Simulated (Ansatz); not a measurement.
**Property card for ZrH₃**

Method: Ansatz 0.2.0, DFT r2SCAN, scalar-relativistic, plane waves, PAW.

Plane waves to 500 eV, a k mesh through Γ of 14×14×14 on the computed 4-atom cell and Gaussian smearing (0.10 eV); no spin polarisation.

The structure is relaxed at this level of theory with its symmetry kept. Whether it is the stable form of this composition wasn't checked.

Symmetry: Pm-3m, No. 221, cubic system. Conventional cell: a = 3.112 Å, b = 3.112 Å, c = 3.112 Å, α = 90.00°, β = 90.00°, γ = 90.00°. Zr (site symmetry m-3m) is surrounded by 12 H at 2.20 Å. H (site symmetry 4/mmm) is surrounded by 4 Zr at 2.20 Å and 8 H at 2.20 Å.

| Quantity | Value |
| --- | --- |
| Volume per atom | 7.54 Å³ |
| Formation energy from the elements' standard states (uncorrected) | -0.327 eV/atom |
| Generalised Kohn–Sham band gap | none (metal) |
| Density of states at the Fermi level | 0.85 states/eV per cell |
| Löwdin character within 0.5 eV of the Fermi level | Zr 4d 88 %, H 1s 8 % |
| Bulk modulus | 135 GPa |
| Its pressure derivative | 3.6 |
| Bader charges (e) | Zr (1 in the cell) 1.62, H (3 in the cell) -0.54 |